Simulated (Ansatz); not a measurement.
Species: CH₄N, charge 0, doublet. CH4N (SMILES C[NH], doublet).
B3LYP-D3(BJ)/def2-TZVP minimum from Ansatz (a first-principles code):
```
C
H 1 1.0903
H 1 1.1007 2 108.68
H 1 1.1007 2 108.68 3 -114.61
N 1 1.4368 2 110.64 3 122.69
H 5 1.0259 1 107.09 2 180.00
```
Charge 0, spin multiplicity 2.

Total energies in aug-cc-pVDZ, 13 correlated electrons, 2 frozen orbitals. Open shells are spin-unrestricted; no spin-orbit coupling. Correlated methods leave the cores frozen. No relativity.

```tsv
method	program	energy (Eh)	minus CCSDT(Q) (mEh)
HF	Ansatz	-94.60990	342.58
MP2	Ansatz	-94.90751	44.97
CCSD	Ansatz	-94.94176	10.71
CCSD(T)	Ansatz	-94.95117	1.31
CCSDT(Q)	Ansatz	-94.95248	0.00
```

Rough core times of Ansatz's runs on a shared machine: CCSD(T) 20 s, CCSDT(Q) 9 min.
